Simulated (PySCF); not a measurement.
# SN with other numerical set-ups

The method stays; parts of the set-up, such as the basis or the Hamiltonian, are changed.

The runs use PySCF 2.14.0; each script names its method and basis.

1 further run of the same task is left out (it didn't finish).

## (1) Starting geometry

SN: 2 atoms, charge 0, spin multiplicity 2.

Bond lengths: S1–N2 1.328 Å.

## (2) Base script

input.py

```python
from pyscf import gto, scf
from pyscf.geomopt.geometric_solver import optimize

mol = gto.M(
    atom='S 0 0 0; N 0 0 1.328',
    basis='minao',
    charge=0,
    spin=1,
    verbose=4,
)
mf = scf.UHF(mol)
mf.kernel()
mol_eq = optimize(mf, maxsteps=30)
print('optimised geometry (angstrom)')
print(mol_eq.tostring('raw'))
print('orbital energies (hartree):', [e[max(0, n-3):n+3].round(4) for e, n in zip(mf.mo_energy, mol.nelec)])
```

The run is started by

```
$ OMP_NUM_THREADS=1 python input.py
```

Its log is not repeated here.

It gives: at the starting geometry E(SCF) = -451.639582 Eh, 11 cycles, ⟨S²⟩ = 0.779, optimised bond 1.674 Å in 7 steps; the optimisation lowers the energy by 4.416 eV.

## (3) Cartesian functions on

Variant 1 changes Cartesian functions: off → on.

input.py

```python
from pyscf import gto, scf
from pyscf.geomopt.geometric_solver import optimize

mol = gto.M(
    atom='S 0 0 0; N 0 0 1.328',
    basis='minao',
    charge=0,
    spin=1,
    cart=True,
    verbose=4,
)
mf = scf.UHF(mol)
mf.kernel()
mol_eq = optimize(mf, maxsteps=30)
print('optimised geometry (angstrom)')
print(mol_eq.tostring('raw'))
print('orbital energies (hartree):', [e[max(0, n-3):n+3].round(4) for e, n in zip(mf.mo_energy, mol.nelec)])
```

The run is started by

```
$ OMP_NUM_THREADS=1 python input.py
```

## (4) Jorge-dzp-dkh (X2C on)

Variant 2 changes basis set: minao → jorge-dzp-dkh; spin-free X2C: off → on.

Changes to input.py since step 2:

```diff
@@ -5,3 +5,3 @@
     atom='S 0 0 0; N 0 0 1.328',
-    basis='minao',
+    basis='jorge-dzp-dkh',
     charge=0,
@@ -11,2 +11,3 @@
 mf = scf.UHF(mol)
+mf = mf.sfx2c1e()
 mf.kernel()
```

## (5) Lanl2dz (core potential on)

Variant 3 changes basis set: minao → lanl2dz; core potential: off → on. The core potential changes with it: totals don't compare.

Changes to input.py since step 2:

```diff
@@ -5,3 +5,4 @@
     atom='S 0 0 0; N 0 0 1.328',
-    basis='minao',
+    basis='lanl2dz',
+    ecp={'S': 'lanl2dz'},
     charge=0,
```

## (6) Cc-pvdz

Variant 4 changes basis set: minao → cc-pvdz.

Changes to input.py since step 2:

```diff
@@ -5,3 +5,3 @@
     atom='S 0 0 0; N 0 0 1.328',
-    basis='minao',
+    basis='cc-pvdz',
     charge=0,
```

## (7) Def2-svp

Variant 5 changes basis set: minao → def2-svp.

Changes to input.py since step 2:

```diff
@@ -5,3 +5,3 @@
     atom='S 0 0 0; N 0 0 1.328',
-    basis='minao',
+    basis='def2-svp',
     charge=0,
```

**Question.** What will these runs give? Wanted: for each run, E(SCF); from base; gap, α spin; after the SCF.

As calculated:

```csv
run,E(SCF) (hartree),from base (eV),cycles,"gap, α spin (eV)",functions,after the SCF
base,-451.639582,0,11,11.22,14,"bond 1.674 Å, -4.416 eV"
Cartesian functions on,-451.639582,0.0000,11,11.22,14,"bond 1.674 Å, -4.416 eV"
jorge-dzp-dkh (X2C on),-452.981578,not comparable,15,10.27,39,"bond 1.568 Å, -1.444 eV"
lanl2dz (core potential on),-64.136588,not comparable,14,10.11,17,"bond 1.782 Å, -3.123 eV"
cc-pvdz,-451.867655,-6.2062,14,10.40,32,"bond 1.565 Å, -1.455 eV"
def2-svp,-451.692850,-1.4495,14,10.52,32,"bond 1.547 Å, -1.294 eV"
```

SCF columns refer to the geometry typed in the script.

What this shows: With Cartesian functions on the SCF ends at the base energy. The basis has no d shells, so the Cartesian switch can't act. The largest comparable shift of the SCF energy, -6.206 eV, comes with the run “cc-pvdz”. cc-pvdz (32 functions) gives an energy 6.21 eV lower than minao (14). def2-svp (32 functions) gives an energy 1.45 eV lower than minao (14).
